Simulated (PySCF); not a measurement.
Species: BH5OSi.
Z-matrix (Å and degrees, PBE0-D3(BJ)/def2-SVP geometry), rows numbered from 1:
```
B 
O   1  1.3467
Si  2  1.6825  1  132.78
H   1  1.2169  2  120.19  3    -0.37
H   1  1.2112  2  118.05  3   179.47
H   3  1.4883  2  107.84  1  -119.49
H   3  1.4880  2  107.77  1   121.70
H   3  1.4925  2  109.95  1     1.06
```

Computed with EOM-IP-CCSD/aug-cc-pVDZ in PySCF, restricted Hartree–Fock reference, frozen core, non-relativistic, gas phase, PBE0-D3(BJ)/def2-SVP geometry.

The vertical ionisation energies are 11.04, 12.09, 12.64, 14.24, 14.72, 15.07, 17.09 eV.

Q: Which Hartree–Fock orbital leads each hole, and what is its Koopmans value −ε?

A: 
| leading hole (HF orbital) | Koopmans (eV) | EOM-IP-CCSD (eV) | change (eV) | one-hole share |
| --- | --- | --- | --- | --- |
| HOMO | 12.01 | 11.04 | -0.97 | 0.95 |
| HOMO-1 | 12.86 | 12.09 | -0.77 | 0.95 |
| HOMO-2 | 13.22 | 12.64 | -0.58 | 0.95 |
| HOMO-3 | 15.63 | 14.24 | -1.39 | 0.94 |
| HOMO-4 | 15.85 | 14.72 | -1.13 | 0.94 |
| HOMO-5 | 16.56 | 15.07 | -1.49 | 0.94 |
| HOMO-6 | 18.48 | 17.09 | -1.39 | 0.91 |

Q: Does the order of the lines follow the orbital energies?

A: Yes, no two lines change places. The corrections run from -1.49 to -0.58 eV, with a mean of -1.10 eV over the 7 lines; no line lies above its Koopmans value.

Q: At what kinetic energies would He II light (40.81 eV) eject these electrons?

A: 29.77 eV (HOMO), 28.72 eV (HOMO-1), 28.17 eV (HOMO-2), 26.57 eV (HOMO-3), 26.09 eV (HOMO-4), 25.74 eV (HOMO-5), 23.72 eV (HOMO-6).

One root was sought for each valence orbital with −ε under 21 eV, eight at most, so deeper holes and satellites are missing; no vibrational structure.

One conformer stands for the species.
